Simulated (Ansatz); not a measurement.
```yaml
crystal:
  periodic: [false, false, false]
  atoms:
    - {symbol: O, position_ang: [0.654851, -0.706885, 0.756677]}
    - {symbol: Al, position_ang: [-0.157872, 0.423789, -0.210842]}
    - {symbol: H, position_ang: [0.557410, -1.652202, 0.656199]}
    - {symbol: H, position_ang: [-1.137027, -0.078936, -1.351190]}
    - {symbol: H, position_ang: [0.132638, 1.940633, 0.107656]}
basis:
  gaussian: {orbitals: def2-SVPD, final_grid: {core_spheres: 1, valence_spheres: 1, degree: 1}}
hamiltonian: {xc: {name: PBE}}
```

```sh
$ ansatz run in.yaml --threads 2 --pin off --events-out ev --progress --plain --max-ram 32768MiB --backend cpu
```

It prints (some lines left out):

```
Functional definition: PBE
606 factors; their error is unknown
mean field evaluation 1: about -8676.5778 eV, gradient 6.4e1 eV
mean field evaluation 2: about -8606.3855 eV, gradient 1.7e2 eV
mean field evaluation 4: about -8684.0964 eV, gradient 4.2e0 eV
mean field evaluation 8: about -8675.1878 eV, gradient 2.4e1 eV
mean field evaluation 16: about -8679.3469 eV, gradient 4.2e0 eV
mean field evaluation 32: about -8683.8596 eV, gradient 8.1e-2 eV
a density is far from that of the atoms, so the factors are made again for it
770 factors; integrals over basis functions are off by at most 6.4e-4 eV
mean field evaluation 64: about -8684.1302 eV, gradient 1.1e0 eV
mean field evaluation 96: about -8683.8579 eV, gradient 8.1e-2 eV
mean field -8685.14033085 eV, -319.1730201593 hartree, gradient 2.1e-5 eV, S^2 0.000000; 5 other end points of the search recorded, 0 dependent functions left out
reference -8685.14034133 eV, -319.1730205444 hartree; 12, 12 occupied and 59, 59 virtual orbitals, 770 factors
Total energy: -8685.14034133 eV, -319.1730205444 hartree
```

In this input the integration grid is far too coarse. The calculation finished and met its thresholds. The result belongs to that input, not to the molecule as meant.
